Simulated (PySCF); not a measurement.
C2H8Si.
SMILES: `CC[SiH3]`

The closed-shell ground state was solved at several levels (PySCF, density fitting, gas phase, non-relativistic). Geometry: PBE0-D3(BJ)/def2-SVP; no solvent, vibrations or thermal averaging.

```tsv
level	basis functions	total energy (Eh)	HOMO (eV)	LUMO (eV)	gap (eV)	dipole (D)
PBE0/pcSseg-2	227	-370.3320	-8.51	0.37	8.88	0.88
PBE0/pcSseg-1	98	-370.2642	-8.57	0.92	9.49	0.83
```

Question: What might B3LYP/def2-SVPD (128 basis functions) give for the same quantities?

Answer: Total energy -370.3968 Eh, HOMO -8.32 eV, LUMO 0.20 eV, gap 8.52 eV, dipole 0.85 D.

Question: Over all these levels, which gives the widest orbital gap and which the narrowest?

Answer: PBE0/pcSseg-1 (global hybrid, 25 % exact exchange) has the widest, 9.49 eV, and B3LYP/def2-SVPD (global hybrid, 20 % exact exchange) the narrowest, 8.52 eV. Functional and basis both differ between the two, so the spread mixes both effects.

Question: How far do the dipole and the HOMO energy spread over the levels?

Answer: The dipole runs from 0.83 to 0.88 D (mean 0.85 D) and the HOMO from -8.57 to -8.32 eV.
